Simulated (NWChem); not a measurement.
Program: NWChem. System: nitrogen (N2), charge 0, spin multiplicity 1, at a geometry optimised with B3LYP/def2-SVP. Level: TD-PBE/aug-cc-pVDZ.

The NWChem input:

```
start mol
memory heap 200 mb stack 800 mb global 1000 mb
geometry units angstroms nocenter noautoz
  N      0.000000     0.000000     0.550196
  N      0.000000     0.000000    -0.550196
  symmetry group D2h
end
basis spherical
  * library aug-cc-pvdz
end
dft
  xc xpbe96 cpbe96
  semidirect memsize 60000000 filesize 0
  iterations 100
end
tddft
  rpa
  nroots 5
  notriplet
  thresh 1e-4
end
task tddft energy
```

NWChem printed:

```
             Northwest Computational Chemistry Package (NWChem) 7.3.0
             --------------------------------------------------------

                                NWChem Input Module
                                -------------------

 Scaling coordinates for geometry "geometry" by  1.889725989
 (inverse scale =  0.529177249)

 Turning off AUTOSYM since
 SYMMETRY directive was detected!

                             Geometry "geometry" -> ""
                             -------------------------

 Output coordinates in angstroms (scale by  1.889725989 to convert to a.u.)

  No.       Tag          Charge          X              Y              Z
 ---- ---------------- ---------- -------------- -------------- --------------
    1 N                    7.0000     0.00000000     0.00000000     0.55019600
    2 N                    7.0000     0.00000000     0.00000000    -0.55019600

 Effective nuclear repulsion energy (a.u.)      23.5640437235

            Nuclear Dipole moment (a.u.)
            ----------------------------
        X                 Y               Z
 ---------------- ---------------- ----------------
     0.0000000000     0.0000000000     0.0000000000

      Symmetry information
      --------------------

 Group name             D2h
 Group number             26
 Group order               8
 No. of unique centers     1

      Symmetry unique atoms

     1


 Summary of "ao basis" -> "" (spherical)
 ------------------------------------------------------------------------------
       Tag                 Description            Shells   Functions and Types
 ---------------- ------------------------------  ------  ---------------------
 *                        aug-cc-pvdz                 on all atoms

  pbe96 is a nonlocal functional; adding pw91lda local functional.

                                 NWChem DFT Module
                                 -----------------

 Summary of "ao basis" -> "ao basis" (spherical)
 ------------------------------------------------------------------------------
       Tag                 Description            Shells   Functions and Types
[...]
          sigma_h =   1.1473 Angstrom
         |d_h->e| =   0.0000 Angstrom
            d_exc =   1.7645 Angstrom
            d_CD1 =   0.1743 Angstrom
            d_CD2 =  -1.2345 Angstrom
            d_CD3 =   1.7645 Angstrom
     Pearson C.C. =  -0.0167

     Occ.    7  ag  ---  Virt.    9  b2g  0.99833 X
  ----------------------------------------------------------------------------
  Root   3 singlet au             0.354320420 a.u.                9.6416 eV
  ----------------------------------------------------------------------------
     Transition Moments    X -0.00000   Y -0.00000   Z -0.00000
     Transition Moments   XX  0.00000  XY  0.00000  XZ -0.00000
     Transition Moments   YY  0.00000  YZ  0.00000  ZZ  0.00000
     Dipole Oscillator Strength                    0.0000000000
     Electric Quadrupole                           0.0000000000
     Magnetic Dipole                               0.0000000000
     Total Oscillator Strength                     0.0000000000

          sigma_e =   1.2393 Angstrom
          sigma_h =   0.9431 Angstrom
         |d_h->e| =   0.0000 Angstrom
            d_exc =   1.5574 Angstrom
            d_CD1 =   0.2962 Angstrom
            d_CD2 =  -1.0912 Angstrom
            d_CD3 =   1.5574 Angstrom
     Pearson C.C. =   0.0000

     Occ.    5  b2u ---  Virt.    9  b2g -0.70711 X
     Occ.    6  b3u ---  Virt.    8  b3g  0.70711 X
  ----------------------------------------------------------------------------
  Root   4 singlet b1u            0.369855532 a.u.               10.0643 eV
  ----------------------------------------------------------------------------
     Transition Moments    X  0.00000   Y  0.00000   Z -0.00000
     Transition Moments   XX  0.00000  XY -0.00000  XZ  0.00000
     Transition Moments   YY  0.00000  YZ -0.00000  ZZ  0.00000
     Dipole Oscillator Strength                    0.0000000000
     Electric Quadrupole                           0.0000000000
     Magnetic Dipole                               0.0000000000
     Total Oscillator Strength                     0.0000000000

          sigma_e =   1.2948 Angstrom
          sigma_h =   0.9432 Angstrom
         |d_h->e| =   0.0000 Angstrom
            d_exc =   1.6051 Angstrom
            d_CD1 =   0.3515 Angstrom
            d_CD2 =  -1.1190 Angstrom
            d_CD3 =   1.6051 Angstrom
     Pearson C.C. =  -0.0042

     Occ.    5  b2u ---  Virt.    8  b3g  0.70694 X
     Occ.    6  b3u ---  Virt.    9  b2g -0.70694 X
  ----------------------------------------------------------------------------
  Root   5 singlet au             0.369855534 a.u.               10.0643 eV
  ----------------------------------------------------------------------------
     Transition Moments    X -0.00000   Y -0.00000   Z  0.00000
     Transition Moments   XX  0.00000  XY -0.00000  XZ  0.00000
     Transition Moments   YY  0.00000  YZ -0.00000  ZZ  0.00000
     Dipole Oscillator Strength                    0.0000000000
     Electric Quadrupole                           0.0000000000
     Magnetic Dipole                               0.0000000000
     Total Oscillator Strength                     0.0000000000

          sigma_e =   1.2948 Angstrom
          sigma_h =   0.9432 Angstrom
         |d_h->e| =   0.0000 Angstrom
            d_exc =   1.6051 Angstrom
            d_CD1 =   0.3515 Angstrom
            d_CD2 =  -1.1190 Angstrom
            d_CD3 =   1.6051 Angstrom
     Pearson C.C. =  -0.0042

     Occ.    5  b2u ---  Virt.    9  b2g  0.70694 X
     Occ.    6  b3u ---  Virt.    8  b3g  0.70694 X

              Target root =      1
          Target symmetry = none
      Ground state energy =   -109.423502613365
        Excitation energy =      0.333408590743
     Excited state energy =   -109.090094022622

  stored tddft:energy   -109.09009402262171

 Task  times  cpu:        7.4s     wall:        7.4s

 Total times  cpu:        7.5s     wall:        7.5s
```
